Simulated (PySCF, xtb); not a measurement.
# CH2AlN: which of two structures lies lower

Structure I: a singlet given by its coordinates. Structure II: `N#[C][AlH2]`, a singlet. Both are isolated molecules in the gas phase, relaxed with BLYP-D3(BJ)/def2-SVP.

I (Å):

```yaml
atoms:
  - { symbol: C, position_ang: [-1.9384, -0.7927, -0.3809] }
  - { symbol: Al, position_ang: [0.9041, 0.2299, -0.2376] }
  - { symbol: N, position_ang: [-0.8162, -0.3891, -0.3249] }
  - { symbol: H, position_ang: [1.7405, -0.1868, 1.0364] }
  - { symbol: H, position_ang: [1.3947, 1.1242, -1.4442] }
```

Close contacts (Å): C1–N3 1.19, Al2–N3 1.83, Al2–H4 1.58, Al2–H5 1.58.

II (Å):

```yaml
atoms:
  - { symbol: C, position_ang: [-2.0505, 2.0868, 0.2864] }
  - { symbol: Al, position_ang: [-0.4514, 1.0214, 0.6280] }
  - { symbol: N, position_ang: [-3.0138, 2.7297, 0.0821] }
  - { symbol: H, position_ang: [0.2018, 0.2801, -0.6080] }
  - { symbol: H, position_ang: [0.0813, 0.9718, 2.1171] }
```

Energies in hartree; the thermal terms are from GFN2-xTB frequencies at re-optimised GFN2-xTB minima (ideal gas, soft modes damped towards free rotors, one conformer each, 298.15 K, 1 atm) and include the zero-point energy:

|  | I | II |
| --- | --- | --- |
| E, CCSD(T)/def2-TZVP | −335.882938 | −335.881328 |
| zero-point energy | 0.019549 | 0.019641 |
| H(298 K) − E | 0.025224 | 0.025296 |
| G(298 K) − E | −0.005803 | −0.005774 |

Work out ΔE, ΔE₀, ΔH and ΔG for I → II in kcal/mol (1 Eh = 627.51 kcal/mol) and the equilibrium ratio [II]/[I].

1. ΔE = −335.881328 − (−335.882938) = +0.001610 Eh = +1.01 kcal/mol.
2. ΔE₀ = ΔE + ΔZPE = +0.001610 + (+0.000092) Eh = +1.07 kcal/mol.
3. ΔH = ΔE + (+0.000072) Eh = +1.06 kcal/mol.
4. ΔG = ΔE + (+0.000029) Eh = +1.03 kcal/mol, so ΔS = (ΔH − ΔG)/T = +0.4 J/(mol K).
5. kT = 0.9442 mEh, so K = [II]/[I] = exp(−ΔG/kT) = exp(−1.74) ≈ 0.18.

Structure I is favoured at this temperature. An error of 1 kcal/mol in ΔG would change K by a factor of 5.4. MP2/def2-TZVP gave ΔE the other sign. Mirror images and further conformers aren't counted.

Other levels gave ΔE = +6.6 (GFN2-xTB); +2.0 (HF/STO-3G, GFN2-xTB geometries); +1.7 (r2SCAN-D4/def2-SVP, GFN2-xTB geometries); +1.3 (BLYP-D3(BJ)/def2-SVP); +8.6 (HF/def2-TZVP); −1.8 (MP2/def2-TZVP) kcal/mol. The correlated steps freeze 7 core orbitals. Programs: PySCF 2.14.0, xtb 6.7.1.
